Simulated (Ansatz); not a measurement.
A made-up structure of Si2NH5, closed shell:

```
8
angstrom
N -0.6750 -0.2056 -0.6445
Si 0.0385 1.1657 0.1308
Si 0.4791 -1.0081 0.3630
H -1.3853 -0.4219 -1.3218
H 0.8229 2.0979 -0.7222
H -1.5282 -0.7590 -0.5661
H 1.5964 -1.7182 -0.3147
H -0.0517 -1.8627 1.4583
```

It is relaxed with PBE-D4/def2-SVP and then PBE0-D4/def2-TZVP (Ansatz 0.2.0). Atoms count as bonded within 1.22 times the sum of their covalent radii (H–H: 0.88 Å). The end point is not checked to be a true minimum.

Problem. Does its bonding change? (Judge from chemistry; the calculation decides.)

Solution. The calculation gives: Yes. Formed: none; broken: H4–H6.

Where it ends: The first stage lowers the energy by 4.93 eV in 11 steps. It ends as Si₂NH₅ ([NH2]1[SiH][SiH2]1):
N1  (-0.877, -0.308, -0.579)
Si2  (-0.153, 1.332, 0.343)
Si3  (0.572, -0.845, 0.437)
H4  (-0.809, -0.365, -1.585)
H5  (0.817, 1.477, -0.827)
H6  (-1.797, -0.601, -0.280)
H7  (1.499, -1.529, -0.505)
H8  (0.044, -1.871, 1.379)
(Å)

Labels in which every atom is bracketed show which atoms are joined, not bond orders.

For scale, one of the runs: PBE0-D4/def2-TZVP relaxation, 135 basis functions, launched by `ansatz run in.yaml --threads 2 --pin off --events-out ev --progress --plain --max-ram 4352MiB`. Hardware: 2 CPU threads of an Arm Neoverse V1, shared host. Wall time about 22 s.
